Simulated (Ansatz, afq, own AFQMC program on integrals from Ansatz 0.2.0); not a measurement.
Integrals from Ansatz 0.2.0, then the random walk in our own AFQMC program (afq).

```yaml
crystal:
  periodic: [false, false, false]
  atoms:
    - {symbol: C, position_ang: [0.000000, 0.000000, 0.000000]}
basis:
  gaussian: {orbitals: def2-TZVPP}
magnetization: {spin_polarized: true, initial_magnetization: 2}
correlation: {method: ccsd_t, electrons: outside_noble_gas, hamiltonian_folder: ham}
```

```sh
$ ansatz run in.yaml --threads 1 --pin off --events-out ev --progress --plain --max-ram 24576MiB --backend cuda --devices 0, --max-vram 18GiB
```

afq runs on the folder ham with

```
--method phaseless --trial cisd --walkers 4000 --populations 20 --least-time 60 --time-step 0.005 --steps-per-block 50 --equilibration-blocks 28 --max-blocks 4000 --target-error 7e-05 --factor-cut 1e-05 --start spin_pure --seed 3079 --release-times 0.24,0.5,1,1.5 --release-step 0.02 --release-every 3 --taylor-order 6
```

Times are imaginary, in 1/Eh. The walk had a cap of 122 s. With eight or more populations the least sampling time is a fifth of least-time, and the error comes from their spread.

Log:

```
orbitals 30  electrons 3 1  factors 190 of 190
reference energy -37.69247880 Eh
CCSD correlation -0.08652026 Eh in 9 cycles, weight of the determinant in the CISD state 0.9495
energy of the start -37.778957 Eh
 block  time / (1/Eh)  mean weight  energy / Eh
     1     0.250  0.9997  -37.779261
     2     0.500  0.9999  -37.779848
     3     0.750  0.9999  -37.780223
     4     1.000  1.0000  -37.780638
     5     1.250  1.0000  -37.780892
     9     2.250  0.9999  -37.781351
    15     3.750  0.9998  -37.781275
    23     5.750  1.0002  -37.781341
    29     7.250  1.0000  -37.781615
    31     7.750  1.0000  -37.781370
    39     9.750  1.0001  -37.781507
    47    11.750  0.9999  -37.781431
    55    13.750  0.9999  -37.781230
    63    15.750  1.0000  -37.781377
    71    17.750  1.0001  -37.781120
    79    19.750  0.9996  -37.781277
    87    21.750  1.0002  -37.781529
    95    23.750  1.0002  -37.781249
   103    25.750  0.9998  -37.781139
   107    26.750  0.9998  -37.781216
error from the spread of 20 populations
released: time / (1/Eh)  energy / Eh  error  mean overlap
  0.24  -37.781388  0.000028  0.9978
  0.50  -37.781913  0.000488  0.9976
  1.00  -37.781518  0.000019  0.9954
  1.50  -37.781446  0.000042  0.9941
energy -37.781353 +/- 0.000065 Eh
(rows thinned)
```

The run passed its tests (sampling time, drift between the halves within three errors, error under three times the target), which doesn't prove that it has relaxed.

Against this walk (error 1.8 meV) on the same determinant: CCSD(T) 8.8 meV higher, CCSDT(Q) 5.2 meV lower, full CI 5.4 meV lower. The error is statistical and leaves out the bias of the constraint. The released energies have errors that jump between times, so the bars are unsure (meV from the phaseless value at times in 1/Eh: -1.0 ± 0.8 at 0.24, -15 ± 13 at 0.50, -4.5 ± 0.5 at 1.00, -2.5 ± 1.1 at 1.50), so they give no level. Full CI is exact here, so the walk's 5 meV above it is the walk's own error: the bias of the constraint with this trial.

Cautions: constraint bias not in the error.

The walk took 61 s on 1 × NVIDIA H100 80GB HBM3 with 1 thread of AMD EPYC 7R13 Processor (Zen 3) (shared host) (the card was shared). The log's last line is the phaseless energy.

CCSDT and higher add their correlation energy to the determinant of the CCSD(T) run, since their own runs factorise the integrals more tightly (a shift of under 2 meV). A walk keeps the symmetry of its determinant, which the program's search chose and which needn't be the lowest solution, so a lower state of the same spin and another symmetry isn't excluded.
